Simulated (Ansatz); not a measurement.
Gas-phase electronic energies from Ansatz, PBE0-D4/def2-TZVP geometries. CBS: MP2 limit from def2 TZ/QZ plus the TZ coupled-cluster correction, frozen cores. DFT in def2-TZVPP.

`FC1CO1` → `CC(=O)F`  (isomerisation)

`FC1CO1`:

Cartesian coordinates in Å:
```
F -0.662 -1.413 0.831
C -0.466 -0.119 0.494
C 0.569 0.206 -0.467
O -0.835 0.221 -0.785
H -0.784 0.539 1.298
H 1.054 1.178 -0.456
H 1.124 -0.613 -0.914
```

`CC(=O)F`:

Cartesian coordinates in Å:
```
C 0.089 0.360 0.543
C -0.012 -0.390 -0.738
O 0.662 -0.314 -1.702
F -1.047 -1.258 -0.697
H 0.904 1.077 0.490
H -0.855 0.869 0.744
H 0.259 -0.344 1.360
```

```
             level  ΔE (kJ/mol)  difference from CCSD(T)/CBS
       LDA (SPW92)       -158.4                         12.2
           BLYP-D4       -181.8                        -11.2
         r2SCAN-D4       -172.9                         -2.3
        r2SCANh-D4       -171.3                         -0.7
      CAM-B3LYP-D4       -174.8                         -4.2
            B2PLYP       -178.4                         -7.8
               PBE       -166.8                          3.8
            revPBE       -168.9                          1.7
             BHLYP       -177.2                         -6.6
           LC-ωPBE       -160.8                          9.8
      MP2/def2-SVP       -186.8                        -16.2
     HF/def2-TZVPP       -186.8                        -16.2
    MP2/def2-TZVPP       -172.6                         -2.0
   CCSD/def2-TZVPP       -170.9                         -0.3
CCSD(T)/def2-TZVPP       -171.6                         -1.0
     MP2/CBS(def2)       -171.5                         -0.9
       CCSD(T)/CBS       -170.6                            0
```

(1) What do rigid-rotor, harmonic-oscillator terms from PBE0-D4/def2-TZVP frequencies (298.15 K, 1 bar) make of the CCSD(T)/CBS value? (An estimate is asked.)

Largest T1 diagnostic among the species: 0.014.

Answers

(1) Ansatz gave: ΔZPE = -3.1 kJ/mol, ΔH = -171.8 kJ/mol, ΔS = 15 J/(mol·K), ΔG = -176.3 kJ/mol.

In def2-TZVPP, CCSD(T) changes the Hartree–Fock value by +15.2 kJ/mol (the triples alone add −0.7 kJ/mol) and MP2 by +14.2 kJ/mol. From r2SCAN to r2SCAN0 (25 % exact exchange), in def2-TZVPP and without D4, ΔE moves by +3.8 kJ/mol.
